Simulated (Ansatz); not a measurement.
in.yaml

```yaml
crystal:
  periodic: [false, false, false]
  atoms:
    - {symbol: Cl, position_ang: [0.000000, 0.000000, -1.506333]}
    - {symbol: H, position_ang: [0.000000, 0.000000, 0.048667]}
    - {symbol: N, position_ang: [0.000000, 0.000000, 1.457667]}
basis:
  gaussian: {orbitals: 6-31G}
magnetization: {spin_polarized: true, initial_magnetization: 3}
correlation: {method: ccsdtq, electrons: outside_noble_gas}
```

```sh
$ ansatz run in.yaml --threads 2 --pin off --events-out ev --progress --plain --max-ram 16896MiB --backend cuda --devices 0, --max-vram 18GiB
```

Log:

```
480 factors; integrals over basis functions are off by at most 1.2e-7 eV
mean field evaluation 1: about -13995.6607 eV, gradient 1.2e1 eV
mean field evaluation 2: about -13995.6792 eV, gradient 1.2e1 eV
mean field evaluation 4: about -13997.0178 eV, gradient 2.0e0 eV
mean field evaluation 8: about -13997.0913 eV, gradient 1.3e-1 eV
mean field evaluation 16: about -13996.8023 eV, gradient 4.6e0 eV
mean field evaluation 32: about -13994.2626 eV, gradient 3.1e-3 eV
mean field evaluation 64: about -13994.2626 eV, gradient 7.4e-4 eV
mean field -13997.09153477 eV, -514.3836263335 hartree, gradient 8.4e-6 eV, S^2 3.798142; 1 other end points of the search recorded, 0 dependent functions left out
determinant -13997.09153477 eV, -514.3836263335 hartree, with singles and doubles -13999.90841822 eV, -514.4871448910 hartree
determinant -13994.26261817 eV, -514.2796655658 hartree, with singles and doubles -13997.25418373 eV, -514.3896035725 hartree
6 core orbitals not correlated: weight in the atoms' cores, before any rotation towards them, 1.000 or more for the frozen orbitals, at most 0.000 for the correlated occupied ones
reference -13997.09153477 eV, -514.3836263335 hartree; 8, 5 occupied and 10, 13 virtual orbitals, 480 factors
second order -2.25581891 eV of doubles, -0.00000000 eV of singles
cycle   1  -2.59548939 eV  change   -3.4e-1 eV  update   5.6e-2
cycle   2  -2.80059068 eV  change   -2.1e-1 eV  update   2.7e-2
cycle   3  -2.85688281 eV  change   -5.6e-2 eV  update   1.4e-2
cycle   4  -2.86504298 eV  change   -8.2e-3 eV  update   6.6e-3
cycle   5  -2.86670275 eV  change   -1.7e-3 eV  update   4.2e-3
cycle   6  -2.86823848 eV  change   -1.5e-3 eV  update   2.6e-3
cycle   7  -2.86911989 eV  change   -8.8e-4 eV  update   1.9e-3
cycle   8  -2.86955158 eV  change   -4.3e-4 eV  update   1.1e-3
cycle   9  -2.86965274 eV  change   -1.0e-4 eV  update   4.4e-4
cycle  10  -2.86962910 eV  change    2.4e-5 eV  update   1.9e-4
cycle  11  -2.86960200 eV  change    2.7e-5 eV  update   1.2e-4
cycle  12  -2.86961233 eV  change   -1.0e-5 eV  update   1.1e-4
cycle  13  -2.86961043 eV  change    1.9e-6 eV  update   9.0e-5
cycle  14  -2.86961265 eV  change   -2.2e-6 eV  update   8.7e-5
cycle  15  -2.86961576 eV  change   -3.1e-6 eV  update   5.2e-5
cycle  16  -2.86961774 eV  change   -2.0e-6 eV  update   1.9e-5
cycle  17  -2.86961982 eV  change   -2.1e-6 eV  update   3.7e-6
cycle  18  -2.86962163 eV  change   -1.8e-6 eV  update   4.8e-6
cycle  19  -2.86962220 eV  change   -5.7e-7 eV  update   2.4e-6
cycle  20  -2.86962241 eV  change   -2.1e-7 eV  update   1.2e-6
Total energy: -13999.96115718 eV, -514.4890830118 hartree
```

For the same geometry and basis full CI lies 1.9 meV higher.

Ran on 2 threads of AMD EPYC 7R13 with a shared H100 80 GB, shared host: 40 s wall, 0.99 GiB peak host memory.
